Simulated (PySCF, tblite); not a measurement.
Thiazole, C3H3NS.
Atom-mapped SMILES: `[cH:1]1[cH:2][s:3][cH:4][n:5]1` (hydrogens: H6 on C1; H7 on C2; H8 on C4)

Computed with GFN2-xTB (tblite), gas phase: Langevin dynamics at 400 K from the optimised GFN2-xTB geometry, time step 0.5 fs, friction 0.01 fs⁻¹, 2000 steps. Over the second half of the run the saved frames average 482 K, 21 % above the target.

Frame at 250 fs, instantaneous temperature 336 K:
```
atom  x, y, z in Å
C1      0.266    0.543    0.296
C2      0.691   -0.540   -0.422
S3     -0.159   -1.898    0.076
C4     -1.204   -0.894    1.014
N5     -0.868    0.400    0.971
H6      0.731    1.501    0.110
H7      1.583   -0.457   -0.991
H8     -2.098   -1.169    1.399
```

Frame at 425 fs, instantaneous temperature 485 K:
```
atom  x, y, z in Å
C1      0.040    0.466    0.020
C2      0.638   -0.471   -0.749
S3     -0.163   -1.973   -0.562
C4     -1.229   -1.241    0.580
N5     -1.039    0.042    0.764
H6      0.463    1.429    0.140
H7      1.448   -0.490   -1.353
H8     -2.097   -1.841    0.950
```

Frame at 625 fs, instantaneous temperature 500 K:
```
atom  x, y, z in Å
C1      0.091    0.190   -0.145
C2      0.248   -0.498   -1.287
S3     -0.736   -1.883   -1.327
C4     -1.305   -1.367    0.340
N5     -0.667   -0.397    0.822
H6      0.440    1.194    0.201
H7      0.819   -0.154   -2.110
H8     -2.120   -1.927    0.713
```

Frame at 800 fs, instantaneous temperature 555 K:
```
atom  x, y, z in Å
C1      0.611   -0.374    0.422
C2      0.227   -0.405   -0.841
S3     -1.124   -1.312   -1.168
C4     -1.185   -1.696    0.573
N5     -0.184   -1.142    1.231
H6      1.404    0.155    0.957
H7      0.510    0.351   -1.624
H8     -2.122   -2.121    0.926
```

Frame at 1000 fs, instantaneous temperature 535 K:
```
atom  x, y, z in Å
C1      0.197   -1.029    0.169
C2     -0.424   -0.387   -0.831
S3     -2.133   -0.502   -0.782
C4     -1.935   -1.307    0.778
N5     -0.678   -1.501    1.069
H6      1.211   -1.137    0.028
H7     -0.085    0.030   -1.782
H8     -2.792   -1.788    1.232
```

**Question.** What do single points at PBE0/pcSseg-1 (PySCF, gas phase) give on these frames?

**Answer.** 
```tsv
t (fs)	GFN2-xTB E above start (eV)	DFT E above lowest frame (eV)	HOMO (eV)	LUMO (eV)	dipole (D)
250	0.39	0.21	-7.34	-1.09	1.67
425	0.24	0.00	-7.50	-0.91	1.72
625	0.38	0.22	-7.24	-0.96	1.24
800	0.47	0.25	-7.39	-1.04	1.61
1000	0.45	0.29	-7.45	-1.04	1.64
```

The two levels order the frames alike by energy but for pairs within 0.08 eV at one level; measured from each level's lowest frame they differ by 0.08 eV at most. The HOMO–LUMO gap runs from 6.25 to 6.59 eV. These are instantaneous structures, not minima.

**Question.** And the isotropic GIAO shieldings (ppm) from the same runs?

**Answer.** 
```csv
atom,250 fs,425 fs,625 fs,800 fs,1000 fs,mean,range
C1,32.9,40.0,40.9,42.4,47.2,40.7,14.3
C2,62.8,61.7,65.7,68.0,51.2,61.9,16.8
S3,247.0,209.4,195.8,206.7,178.5,207.5,68.5
C4,23.4,24.3,20.4,16.9,26.3,22.3,9.4
N5,-110.6,-105.6,-84.0,-125.2,-105.0,-106.1,41.2
H6,23.4,23.8,23.0,22.9,23.7,23.4,0.9
H7,24.6,25.3,24.9,24.3,24.1,24.6,1.2
H8,23.8,22.4,23.1,22.1,22.6,22.8,1.7
```

What follows is the cost of the whole dynamics run. The run took 10 s wall on one thread of an Intel Xeon Platinum 8375C at 2.90 GHz (shared host), and the process peaked at 0.18 GiB of memory.
